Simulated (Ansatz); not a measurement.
Ideal-gas functions of C$_{3}$H$_{4}$FN, SMILES `NC1(F)C=C1` at 298.15 K and 1 bar, from an Ansatz frequency run at PBE0-D4/def2-TZVP.

Molar mass 73.07 g/mol, point group Cs (symmetry number 1), electronic degeneracy 1, moments of inertia 63.502, 88.535, 119.018 u Å². Harmonic wavenumbers (cm⁻¹, unscaled): 243, 403, 430, 452, 480, 686, 779, 840, 907, 928, 942, 1052, 1096, 1285, 1404, 1662, 1715, 3265, 3306, 3524, 3602.

Use S(trans) = R[1.5 ln M + 2.5 ln T − 1.1517]; rotational temperatures θ = 24.2544 K / I; S(rot) = R[ln(√π/σ · √(T³/θAθBθC)) + 1.5]; for each mode x = 1.438777 ν̃/T, S = R[x/(eˣ − 1) − ln(1 − e⁻ˣ)] and H = RT x/(eˣ − 1); 1 cm⁻¹ = 0.0119627 kJ/mol; R = 8.31446 J/(mol·K).

Q: By hand: the entropy, in J/(mol·K).

A: Translation 162.4. Rotation: θ = 0.3819, 0.274, 0.2038 K, giving 104.3. Vibration, mode by mode: 7.45, 3.98, 3.59, 3.30, 2.97, 1.35, 0.94, 0.74, 0.57, 0.52, 0.49, 0.32, 0.27, 0.12, 0.07, 0.02, 0.02, 0.00, 0.00, 0.00, 0.00, in all 26.7. Electronic 0.0. Sum 293.4 J/(mol·K).

Q: By hand: H − E and G − E in kJ/mol, counted from the electronic energy.

A: Zero-point energy ½ × 29001 × 0.0119627 = 173.5; thermal vibration 5.5; translation, rotation and pV give 4 RT = 9.9. H − E = 188.9 kJ/mol, and G − E = 188.9 − 298.15 × 293.4/1000 = 101.4 kJ/mol.

Vibration gives 9 % of the entropy. The sum counts one conformer and one mirror image; others add a mixing term.
